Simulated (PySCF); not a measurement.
What the low excited states add to the polarisability

C4H9OP.
SMILES with atom numbers: `[CH3:1][CH2:2][C@@H:3]1[CH2:4][P@H:5]1=[O:6]` (hydrogens: H7, H8, H9 on C1; H10, H11 on C2; H12 on C3; H13, H14 on C4; H15 on P5)

Cartesian coordinates in Å at the GFN2-xTB level; atoms count from 1:
```xyz
15
C4H9OP angstrom
C      1.8853   -0.6907    0.2051
C      0.5687   -0.3198    0.8823
C     -0.5780   -0.3726   -0.0951
C     -0.6701    0.7948   -1.1324
P     -2.0425    0.6726    0.0272
O     -3.4010    0.2726   -0.3476
H      2.7097   -0.6158    0.9097
H      1.8444   -1.7104   -0.1705
H      2.0855   -0.0260   -0.6319
H      0.6416    0.6887    1.2952
H      0.3796   -1.0077    1.7098
H     -0.7582   -1.3555   -0.5225
H      0.0767    1.5674   -1.0301
H     -0.8608    0.5111   -2.1591
H     -1.8853    1.5994    1.0381
```

Theory: TDDFT CAM-B3LYP/def2-SVPD, vertical, gas phase, core orbitals frozen in the response in PySCF.

Excitation energies and transition dipoles (atomic units, axes of the coordinates) of those of the lowest 8 singlets that add 0.02 au or more to the mean polarisability:

```csv
state,ΔE (hartree),μx,μy,μz
S1,0.2340,0.099,-0.154,0.092
S2,0.2500,0.059,-0.157,0.025
S3,0.2562,0.571,-0.052,-0.163
S4,0.2630,0.006,-0.120,0.198
S5,0.2686,-0.377,0.233,0.218
S6,0.2740,-0.141,0.006,0.151
S7,0.2863,-0.024,0.278,0.421
S8,0.2882,-0.316,0.178,0.139
```

Problem. What does each state add to αxx, αyy and αzz, and how do the sums compare with the full static tensor?

Solution. Each state adds 2 μα² / ΔE.

```
        state  αxx (au)  αyy (au)  αzz (au)
           S1      0.08      0.20      0.07
           S2      0.03      0.20      0.01
           S3      2.54      0.02      0.21
           S4      0.00      0.11      0.30
           S5      1.06      0.40      0.35
           S6      0.15      0.00      0.17
           S7      0.00      0.54      1.24
           S8      0.69      0.22      0.13
 all 8 states       4.6       1.7       2.5
full response      86.8      64.0      65.9
    share (%)         5         3         4
```

The rest comes from the higher roots of the same response equations.

Problem. Give the full tensor and its principal values.

Solution. In au, rows and columns x, y, z:
```
x   86.8 -6.1  0.2
y   -6.1 64.0 -0.1
z    0.2 -0.1 65.9
```
Principal values 62.5, 65.9 and 88.3 au; mean 72.2 au (10.70 Å³).

Problem. By how much does the contribution of these states grow at 589.3 nm?

Solution. With ω = 0.0773 hartree each state's term in the mean polarisability goes from f / ΔE² to f / (ΔE² − ω²), f = (2/3) ΔE |μ|²; the sum over all 8 states goes from 2.91 to 3.17 au, a rise of 0.27 au.

One conformer stands for the species.
